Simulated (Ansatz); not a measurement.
System: diamond. Method: PBE-D4 (Ansatz, a quantum-chemistry and plane-wave program, plane waves, PAW).

Run with plane-wave cutoff 500 eV, 14×14×14 k mesh, gaussian smearing 0.02 eV, scalar-relativistic PAW data made under PBE.

Cell (relaxed at this level):

Space group Fd-3m, origin choice 1 (No. 227); a = 3.5573 Å, b = 3.5573 Å, c = 3.5573 Å, α = 90.00°, β = 90.00°, γ = 90.00°

| atom | site | symmetry | x | y | z |
|---|---|---|---|---|---|
| C | 8b | -43m | 0.5000 | 0.5000 | 0.5000 |
(The calculation used a cell of 2 atoms; values per cell refer to that cell.)

Task: What does this level give for the band gap?

Result: 
* **band gap**: 4.16 eV (on the SCF k mesh)

Measured, for comparison: band gap 5.48 eV (low temperature, zero-point motion not removed; as tabulated in arXiv:1206.3780). Computed (rounded) less measured: band gap -1.32 eV.

Static lattice: no zero-point or thermal effects.
